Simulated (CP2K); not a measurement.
# r2SCAN/cc-pVDZ run of C2F3N (cyanotrifluoromethane)

Aim: the energy change on altering one bond length of C2F3N (cyanotrifluoromethane) at r2SCAN/cc-pVDZ, from 2 runs. 

The results are computed with CP2K 2026.2.

3 further runs of the same task are left out: 3 that didn't finish.

### 1 Starting point

C2F3N: 6 atoms, total charge 0, spin state singlet. As SMILES, `N#CC(F)(F)F`. The coordinates come from a PBE0-D4/def2-TZVP relaxation.

Bond lengths: N1–C2 1.146 Å, C2–C3 1.481 Å, C3–F4 1.326 Å, C3–F5 1.326 Å, C3–F6 1.326 Å. Angles: N1–C2–C3 180.0°, C2–C3–F4 110.1°, C2–C3–F5 110.1°, C2–C3–F6 110.1°, F4–C3–F5 108.8°, F4–C3–F6 108.8°, F5–C3–F6 108.8°.

### 2 A single-point energy at r2SCAN/cc-pVDZ

The input, run.inp:

```
&FORCE_EVAL
  METHOD QS
  &DFT
    BASIS_SET_FILE_NAME ./cc_pvdz.basis
    POTENTIAL_FILE_NAME POTENTIAL
    &QS
      METHOD GAPW
      EPS_DEFAULT 1.0E-10
    &END QS
    ! plane-wave cutoff in Ry
    &MGRID
      CUTOFF 280
      REL_CUTOFF 50
      NGRIDS 4
    &END MGRID
    ! isolated system
    &POISSON
      PERIODIC NONE
      POISSON_SOLVER MULTIPOLE
    &END POISSON
    &SCF
      SCF_GUESS ATOMIC
      EPS_SCF 1.0E-06
      MAX_SCF 30
      &OT
        MINIMIZER CG
        PRECONDITIONER FULL_ALL
      &END OT
      &OUTER_SCF
        EPS_SCF 1.0E-06
        MAX_SCF 8
      &END OUTER_SCF
    &END SCF
    &XC
      &XC_FUNCTIONAL
        &MGGA_X_R2SCAN
        &END MGGA_X_R2SCAN
        &MGGA_C_R2SCAN
        &END MGGA_C_R2SCAN
      &END XC_FUNCTIONAL
    &END XC
    ! extra output
    &PRINT
      &MOMENTS
        PERIODIC F
        REFERENCE COM
        MAX_MOMENT 1
      &END MOMENTS
      &MO_CUBES
        NLUMO 3
        NHOMO -1
        WRITE_CUBE F
      &END MO_CUBES
      &LOWDIN ON
      &END LOWDIN
      &HIRSHFELD OFF
      &END HIRSHFELD
    &END PRINT
  &END DFT
  ! structure
  &SUBSYS
    ! vacuum box
    &CELL
      ABC 9.3 9.9 9
      PERIODIC NONE
    &END CELL
    &COORD
      N      5.819050     3.480050     5.492500
      C      5.283150     4.374550     5.016800
      C      4.590550     5.530750     4.401800
      F      3.480950     5.129350     3.796700
      F      5.378450     6.112150     3.507500
      F      4.271750     6.419950     5.332600
    &END COORD
    &KIND N
      BASIS_SET cc-pVDZ
      POTENTIAL ALL
      LEBEDEV_GRID 194
      RADIAL_GRID 100
    &END KIND
    &KIND C
      BASIS_SET cc-pVDZ
      POTENTIAL ALL
      LEBEDEV_GRID 194
      RADIAL_GRID 100
    &END KIND
    &KIND F
      BASIS_SET cc-pVDZ
      POTENTIAL ALL
      LEBEDEV_GRID 194
      RADIAL_GRID 100
    &END KIND
  &END SUBSYS
&END FORCE_EVAL

&GLOBAL
  PROJECT_NAME run
  RUN_TYPE ENERGY
  PRINT_LEVEL MEDIUM
&END GLOBAL
```

On the command line:

```sh
$ OMP_NUM_THREADS=1 cp2k.psmp -i run.inp -o run.out
```

The log of the run:

```text
CP2K| version string:                                       CP2K version 2026.2
[...]
 GLOBAL| Method name                                                        CP2K
[...]
 GLOBAL| Run type                                                         ENERGY
[...]
 DFT| Spin restricted Kohn-Sham (RKS) calculation                            RKS
 DFT| Multiplicity                                                             1
[...]
 DFT| Charge                                                                   0
[...]
 FUNCTIONAL| MGGA_X_R2SCAN:
[...]
 FUNCTIONAL| MGGA_C_R2SCAN:
[...]
 QS| Method:                                                                GAPW
[...]
 QS| Density cutoff [a.u.]:                                                140.0
[...]
 QS| Relative density cutoff [a.u.]:                                        25.0
[...]
                             - Atoms:                                          6
[...]
                             - Spherical basis functions:                     84
[...]
 Number of electrons:                                                         46
[...]
     1 OT CG       0.15E+00    1.0     0.29418237      -413.9667269111 -4.14E+02
[...]
     7 OT CG       0.13E+00    1.1     0.00000038      -430.2918881092 -2.11E-10
  *** SCF run converged in     7 steps ***
[...]
  Overlap energy of the core charge distribution:               0.00003424158602
  Self energy of the core charge distribution:               -419.71523903568158
  Core Hamiltonian energy:                                    -36.21057874297497
  Hartree energy:                                              63.65962303484743
  Exchange-correlation energy:                                -16.68450943739948
[...]
                     Mulliken Population Analysis
 #  Atom  Element  Kind  Atomic population                           Net charge
       1     N        1          7.083000                             -0.083000
       2     C        2          6.105917                             -0.105917
       3     C        2          5.405466                              0.594534
       4     F        3          9.135121                             -0.135121
       5     F        3          9.135248                             -0.135248
       6     F        3          9.135247                             -0.135247
 # Total charge                             46.000000                  0.000000
[...]
  Dipole moment [Debye]
    X= -0.6690665E+00 Y=  0.1113650E+01 Z= -0.5950498E+00  Total=      1.4289686
[...]
 WARNING : did not converge in ot_eigensolver
 number of iterations          299  exceeded maximum
 current gradient / target gradient   4.1073502612656733E-005  /    1.0000000000000001E-005
[...]
 HOMO - LUMO gap [eV] :    8.369871
 ENERGY| Total FORCE_EVAL ( QS ) energy [hartree]           -430.291888109242905
[...]
```

Run time: 60 s. Hardware: 1 thread of Arm Neoverse V2, shared host; peak memory 0.51 GiB.

### 3 The distorted shape at the same level

The input, qs.inp:

```
&GLOBAL
   PROJECT_NAME qs
   RUN_TYPE ENERGY
   PRINT_LEVEL MEDIUM
&END GLOBAL

&FORCE_EVAL
   METHOD Quickstep
   &DFT
      BASIS_SET_FILE_NAME ./cc_pvdz.basis
      POTENTIAL_FILE_NAME POTENTIAL
      &QS
         METHOD GAPW
         EPS_DEFAULT 1.0E-10
      &END QS
      &MGRID
         CUTOFF 280
         REL_CUTOFF 50
         NGRIDS 4
      &END MGRID
      &POISSON
         PERIODIC NONE
         POISSON_SOLVER MULTIPOLE
      &END POISSON
      &SCF
         SCF_GUESS ATOMIC
         EPS_SCF 1.0E-07
         MAX_SCF 40
         &OT
            MINIMIZER CG
            PRECONDITIONER FULL_SINGLE_INVERSE
         &END OT
         &OUTER_SCF
            EPS_SCF 1.0E-07
            MAX_SCF 10
         &END OUTER_SCF
      &END SCF
      &XC
         &XC_FUNCTIONAL
            &MGGA_X_R2SCAN
            &END MGGA_X_R2SCAN
            &MGGA_C_R2SCAN
            &END MGGA_C_R2SCAN
         &END XC_FUNCTIONAL
      &END XC
      &PRINT
         &MOMENTS
            PERIODIC F
            REFERENCE COM
            MAX_MOMENT 1
         &END MOMENTS
         &MO_CUBES
            NLUMO 3
            NHOMO -1
            WRITE_CUBE F
         &END MO_CUBES
         &LOWDIN ON
         &END LOWDIN
         &HIRSHFELD OFF
         &END HIRSHFELD
         &MO_MOLDEN ON
            NDIGITS 8
            NLUMO 3
         &END MO_MOLDEN
      &END PRINT
   &END DFT
   &SUBSYS
      &CELL
         ABC 9.5 10.1 9.7
         PERIODIC NONE
      &END CELL
      &COORD
         N      0.391786    -2.170216     1.608934
         C     -0.144114    -1.275716     1.133234
         C     -0.836714    -0.119516     0.518234
         F     -1.946314    -0.520916    -0.086866
         F      0.581500     0.927000    -1.091500
         F     -1.155514     0.769684     1.449034
      &END COORD
      &TOPOLOGY
         &CENTER_COORDINATES
         &END CENTER_COORDINATES
      &END TOPOLOGY
      &KIND N
         BASIS_SET cc-pVDZ
         POTENTIAL ALL
         LEBEDEV_GRID 194
         RADIAL_GRID 100
      &END KIND
      &KIND C
         BASIS_SET cc-pVDZ
         POTENTIAL ALL
         LEBEDEV_GRID 194
         RADIAL_GRID 100
      &END KIND
      &KIND F
         BASIS_SET cc-pVDZ
         POTENTIAL ALL
         LEBEDEV_GRID 194
         RADIAL_GRID 100
      &END KIND
   &END SUBSYS
&END FORCE_EVAL
```

On the command line:

```sh
$ OMP_NUM_THREADS=1 cp2k.psmp -i qs.inp > qs.out 2>&1
```

The log of the run:

```text
CP2K| version string:                                       CP2K version 2026.2
[...]
 GLOBAL| Method name                                                        CP2K
[...]
 GLOBAL| Run type                                                         ENERGY
[...]
 DFT| Spin restricted Kohn-Sham (RKS) calculation                            RKS
 DFT| Multiplicity                                                             1
[...]
 DFT| Charge                                                                   0
[...]
 FUNCTIONAL| MGGA_X_R2SCAN:
[...]
 FUNCTIONAL| MGGA_C_R2SCAN:
[...]
 QS| Method:                                                                GAPW
[...]
 QS| Density cutoff [a.u.]:                                                140.0
[...]
 QS| Relative density cutoff [a.u.]:                                        25.0
[...]
                             - Atoms:                                          6
[...]
                             - Spherical basis functions:                     84
[...]
 Number of electrons:                                                         46
[...]
     1 OT CG       0.80E-01    1.1     0.50678174      -414.0704163764 -4.14E+02
[...]
     7 OT CG       0.76E-03    1.1     0.00000009      -430.1316554960  0.00E+00
  *** SCF run converged in     7 steps ***
[...]
  Overlap energy of the core charge distribution:               0.00003421695724
  Self energy of the core charge distribution:               -419.71523903568158
  Core Hamiltonian energy:                                    -36.88112197129928
  Hartree energy:                                              64.28962351329633
  Exchange-correlation energy:                                -16.51400840424472
[...]
                     Mulliken Population Analysis
 #  Atom  Element  Kind  Atomic population                           Net charge
       1     N        1          7.052797                             -0.052797
       2     C        2          5.964510                              0.035490
       3     C        2          5.557876                              0.442124
       4     F        3          9.061753                             -0.061753
       5     F        3          9.301161                             -0.301161
       6     F        3          9.061903                             -0.061903
 # Total charge                             46.000000                 -0.000000
[...]
  Dipole moment [Debye]
    X= -0.2497062E+01 Y= -0.6112425E+00 Z=  0.1797925E+01  Total=      3.1371118
[...]
 HOMO - LUMO gap [eV] :    1.342080
 ENERGY| Total FORCE_EVAL ( QS ) energy [hartree]           -430.131655496033773
[...]
```

It took 4.8 min on 1 thread of Arm Neoverse V2, shared host; peak memory 0.56 GiB.

### 4 Results

Level: r2SCAN/cc-pVDZ.

| quantity | value |
| --- | --- |
| first shape: total energy | -430.29189 Eh |
| first shape: dipole moment | 1.43 D |
| first shape: HOMO energy | -9.78 eV |
| first shape: LUMO energy | -1.41 eV |
| first shape: HOMO–LUMO gap | 8.37 eV |
| distorted shape: total energy | -430.13166 Eh |
| distorted shape: dipole moment | 3.14 D |
| distorted shape: HOMO energy | -7.67 eV |
| distorted shape: LUMO energy | -6.33 eV |
| distorted shape: HOMO–LUMO gap | 1.34 eV |
| energy change with the C3–F5 bond stretched from 1.326 to 2.387 Å | 4.360 eV |

What this shows: One bond (distorted shape) is far stretched, which a spin-restricted single reference describes badly; a broken-symmetry solution may lie lower. With the C3–F5 bond stretched from 1.326 to 2.387 Å the energy rises by 4.36 eV (101 kcal/mol). The first shape isn't relaxed at this level, so the change isn't measured from a minimum. A restricted reference can't describe the breaking bond well at this length.
